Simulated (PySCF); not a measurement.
# CH6NSi− (SMILES C[N-][SiH3]): MP2/ma-def2-SVP

Aim: the vertical singlet–triplet gap of CH6NSi− at MP2/ma-def2-SVP, from 2 runs. The job is set up through a Python script.

Program for the calculation: PySCF 2.14.0.

### Step 1. The structure to begin with

CH6NSi− has 9 atoms, charge -1, and is taken as a singlet. SMILES: `C[N-][SiH3]`. Geometry: relaxed at GFN2-xTB.

Bond lengths: C1–N2 1.417 Å, N2–Si3 1.647 Å, C1–H4 1.113 Å, C1–H5 1.106 Å, C1–H6 1.113 Å, Si3–H7 1.522 Å, Si3–H8 1.521 Å, Si3–H9 1.489 Å. Some angles: C1–N2–Si3 123.9°, N2–C1–H4 114.6°, N2–C1–H5 109.5°, N2–C1–H6 114.6°, N2–Si3–H7 120.3°, N2–Si3–H8 120.5°, N2–Si3–H9 107.2°, H4–C1–H5 106.2°, H4–C1–H6 105.2°, H5–C1–H6 106.2°.

### Step 2. A single-point energy at MP2/ma-def2-SVP

input.py

```python
from pyscf import gto, mp

mol = gto.M(
    atom=[
    ('C', (-0.712670, 0.919970, -0.811790)),
    ('N', (-0.509930, 0.391650, 0.487660)),
    ('Si', (0.578670, -0.793220, 0.839100)),
    ('H', (0.184970, 1.402450, -1.260460)),
    ('H', (-1.495620, 1.699930, -0.774320)),
    ('H', (-1.052450, 0.176080, -1.567380)),
    ('H', (2.062060, -0.577760, 0.574520)),
    ('H', (0.451190, -2.171650, 0.208950)),
    ('H', (0.493780, -1.047460, 2.303720)),
],
    basis='ma-def2-svp',
    charge=-1,
    max_memory=1860,
    verbose=3,
    spin=0,
)

myscf = mol.RHF()
myscf.conv_tol = 1e-10
myscf.kernel()
if not myscf.converged:
    myscf = myscf.newton().run(myscf.mo_coeff, myscf.mo_occ)

pt = mp.MP2(myscf, frozen=7).run()
energy = pt.e_tot
print('E(%s) = %.9f' % ('MP2', energy))
```

Started as:

```bash
OMP_NUM_THREADS=1 python input.py
```

Output:

```text
converged SCF energy = -384.529304329863
E(RMP2) = -384.919131414443  E_corr = -0.389827084579748
E(SCS-RMP2) = -384.917154196291  E_corr = -0.387849866427724
E(MP2) = -384.919131414
```

Wall time 1.4 s (1 thread of Arm Neoverse V1, shared host); peak memory 0.15 GiB.

### Step 3. The triplet at the same level

input.py

```python
from pyscf import gto, mp

molecule = gto.Mole()
molecule.atom = '''
C     -1.346751     1.738491    -1.534061
N     -0.963628     0.740111     0.921544
Si     1.093528    -1.498969     1.585669
H      0.349543     2.650246    -2.381924
H     -2.826312     3.212402    -1.463253
H     -1.988842     0.332743    -2.961919
H      3.896729    -1.091808     1.085685
H      0.852626    -4.103824     0.394858
H      0.933109    -1.979413     4.353400
'''
molecule.max_memory = 1860
molecule.spin = 2
molecule.unit = 'bohr'
molecule.charge = -1
molecule.verbose = 3
molecule.basis = 'ma-def2-svp'
molecule.build()

calc0 = molecule.UHF()
calc0.conv_tol = 1e-10
calc0.kernel()
if not calc0.converged:
    calc0 = calc0.newton().run(calc0.mo_coeff, calc0.mo_occ)

pt = mp.MP2(calc0, frozen=7).run()
e_tot = pt.e_tot
print(f'total energy: {e_tot:.8f} hartree')
```

Started as:

```bash
OMP_NUM_THREADS=1 python input.py
```

Output:

```text
WARN: HOMO 0.0448751343002352 >= LUMO -0.22490996433296

converged SCF energy = -384.453688826706  <S^2> = 2.0108804  2S+1 = 3.0072448
E(UMP2) = -384.802342702391  E_corr = -0.348653875685441
E(SCS-UMP2) = -384.802289314005  E_corr = -0.348600487299447
total energy: -384.80234270 hartree
```

Run time: 2 s. Hardware: 1 thread of Arm Neoverse V1, shared host; peak memory 0.16 GiB.

### Step 4. Outcome

At MP2/ma-def2-SVP, 7 core orbitals frozen:

| quantity | value |
| --- | --- |
| singlet: total energy | -384.91913 Eh |
| singlet: HOMO energy (Hartree–Fock orbitals) | -2.86 eV |
| singlet: LUMO energy (Hartree–Fock orbitals) | 5.27 eV |
| singlet: HOMO–LUMO gap (to an unbound level, set by the basis) | 8.13 eV |
| singlet: correlation energy (7 core orbitals frozen) | -389.8 mEh |
| triplet: total energy | -384.80234 Eh |
| triplet: HOMO energy (Hartree–Fock orbitals) (highest over α and β) | 1.52 eV |
| triplet: LUMO energy (Hartree–Fock orbitals) (lowest over α and β) | 4.93 eV |
| triplet: correlation energy (7 core orbitals frozen) | -348.7 mEh |
| triplet: ⟨S²⟩ of the reference determinant | 2.011 |
| vertical energy of the triplet above the singlet | 3.178 eV |

What this shows: At this shape the triplet lies 3.18 eV (307 kJ/mol) above the singlet. Mulliken charges (singlet) of the mean-field density run from -0.92 on N2 to +0.52 on Si3; they depend strongly on the basis. Mulliken charges (triplet) of the mean-field density run from -1.25 on Si3 to +0.24 on H6; they depend strongly on the basis. The HOMO (triplet) lies at positive energy, 1.52 eV: the electron is unbound at this level or held by a compact basis; values depend on the basis.
